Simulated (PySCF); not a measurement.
Gas-phase reaction: 4 C3H4 (propyne) = 3 C3H3 (propargyl) + C3H7 (n-propyl)

Method: PySCF energies plus ideal-gas RRHO corrections (1 bar). 'Table' is the NASA 1993 thermochemical table (part measured, part estimated). † marks an energy on the PBE0/def2-TZVP geometry and frequencies. MP2 and CCSD(T) freeze the core. Open shells (unrestricted): C3H3 (propargyl) (multiplicity 2), C3H7 (n-propyl) (multiplicity 2); the rest are closed-shell singlets. No R ln 2 is added for the mirror-image form of C3H7 (n-propyl). MP2 isn't extrapolated to the basis-set limit; its ΔH°(298 K) is 527.6 kJ in def2-SVP and 550.1 kJ in def2-TZVPP. CCSD(T) isn't extrapolated to the basis-set limit. The harmonic model lacks anharmonicity and excited electronic states, which grow with temperature; levels with a mode under 35 cm⁻¹ are left out. Internal rotation in C3H7 (n-propyl) is treated as a harmonic vibration of one conformer, which makes the entropy rough. The table's entry may be an old estimate for C3H3 (propargyl), C3H7 (n-propyl) (not checked at source). Warning, large T1 diagnostic: C3H3 (propargyl) (CCSD(T)/def2-SVP†). Warning, spin contamination: C3H3 (propargyl) (CCSD(T)/def2-SVP†, MP2/def2-SVP†, MP2/def2-TZVPP†).

```csv
level,"ΔH°(298 K), kJ",minus table,"ΔG°(800 K), kJ"
table,400.5,-,352.9
CCSD(T)/def2-SVP†,392.9,-7.6,336.6
M06-2X/def2-TZVP†,415.9,15.4,359.6
MP2/def2-SVP†,527.6,127.1,471.2
MP2/def2-TZVPP†,550.1,149.6,493.8
PBE0/def2-QZVP†,335.9,-64.6,279.6
PBE0/def2-SVP†,326.9,-73.6,270.5
ωB97X-V/def2-TZVP†,381.5,-19.0,325.2
```
